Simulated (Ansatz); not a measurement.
We consider rock-salt PbTe, described by HSE06-D3(BJ) in Ansatz (PAW).

Total energies, extrapolated to zero smearing (they compare only within this program, potentials and cutoff):

```json
[
 {"system": "rock-salt PbTe, relaxed", "energy (eV/atom)": "-9448.2155"},
 {"system": "trigonal Te", "energy (eV/atom)": "-6984.8978"},
 {"system": "fcc Pb", "energy (eV/atom)": "-11910.6392"}
]
```

Work out the formation enthalpy per atom.

ΔH_f ≈ ΔE = -9448.2155 − [1 × (-6984.8978) + 1 × (-11910.6392)]/2 = -0.447 eV/atom (0 K, no vibrations). The reference value is -0.366 eV/atom (measured, 298 K, copied from a table, unchecked, not corrected to a static lattice; as tabulated in the CRC Handbook), a difference of -0.081 eV/atom.

Spin–orbit coupling is left out; its size isn't shown.

The PAW data were made under PBE.

Ansatz is a quantum-chemistry and plane-wave program.
